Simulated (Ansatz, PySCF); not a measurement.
System: CH₅O, charge 1, multiplicity 1. It need not be the lowest isomer of its formula. 
Geometry from a B3LYP-D3(BJ)/def2-TZVP (Ansatz, a program for electronic structure) optimisation:
```
C
H 1 1.0843
H 1 1.0843 2 111.91
H 1 1.0853 2 113.48 3 -130.00
O 1 1.5191 2 104.46 3 112.44
H 5 0.9764 1 114.71 2 -174.09
H 5 0.9764 6 110.50 1 131.55
```
Charge +1, spin multiplicity 1.

Total electronic energies in hartree. Correlated levels leave the core frozen unless marked. No spin-orbit coupling. No relativistic terms. CBS marks a two-point X^-3 extrapolation of the correlation energy; Hartree-Fock from the larger set. The bracket is a focal-point correction in the basis named.

| level | program | energy (Eh) |
|---|---|---|
| HF/6-31G | Ansatz | -115.29846 |
| HF/def2-TZVPD | PySCF | -115.39871 |
| HF-D4/def2-TZVPD | PySCF + dftd4 | -115.40490 |
| RI-HF/def2-QZVPP | Ansatz | -115.40745 |
| PBE-D4/def2-TZVPD | Ansatz + dftd4 | ? |
| BP86-D4/def2-TZVPD | PySCF + dftd4 | -116.07098 |
| r2SCAN-D4/def2-TZVPD | Ansatz + dftd4 | -116.00244 |
| r2SCANh-D4/def2-TZVPD | Ansatz + dftd4 | -115.99680 |
| r2SCANh/def2-TZVPD | Ansatz | -115.99647 |
| PW6B95/def2-TZVPD | PySCF | -116.20055 |
| CAM-B3LYP/def2-TZVPD | PySCF | -116.01894 |
| B2GP-PLYP/def2-TZVPD | Ansatz | -115.95376 |
| SCS-MP2/6-31G | Ansatz | -115.51474 |
| SCS-MP2/cc-pVDZ | Ansatz | -115.69389 |
| RI-MP2/CBS(cc-pVTZ,cc-pVQZ)+[CCSD(T)-MP2]/cc-pVTZ | Ansatz | -115.9127 |

Q: Complete the blanks.

A: 
- PBE-D4/def2-TZVPD, energy (Eh): -115.92767
